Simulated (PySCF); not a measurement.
What does the BHandHLYP/6-31+G* structure of `C1=CSC=N1` look like in three dimensions?

```xyz
8
C3H3NS angstrom
C      0.772    0.141   -0.227
C      0.861    0.078    1.123
S     -0.702   -0.175    1.794
C     -1.349   -0.178    0.193
N     -0.486   -0.007   -0.749
H      1.600    0.293   -0.895
H      1.735    0.165    1.739
H     -2.402   -0.314    0.021
```

Any rigid rotation of these coordinates is as good. Atoms count from 1 in this order. N5 (pyridine-type nitrogen) is bent (angle 110.5°). The C–N distances run from 1.289 Å (C4–N5, aromatic) to 1.370 Å (C1–N5, aromatic), a spread of 0.081 Å. The 5-membered ring C1–C2–S3–C4–N5 has internal angles of 88.8° to 115.8° (sum 540°, against 540° for a flat polygon); it is planar, 0.00 Å rms from its mean plane, widest ring torsion 0°. The 5 heavy atoms lie in one plane (0.000 Å rms).

Bonds between heavy atoms (Å): C1–C2 1.354, C2–S3 1.719, S3–C4 1.727, C4–N5 1.289, C1–N5 1.370.

Method: BHandHLYP/6-31+G* geometry optimisation, gas phase in PySCF 2.14.0.

Point group: Cs (tolerance 0.08 Å). Whether it is a minimum is left open (no frequencies).
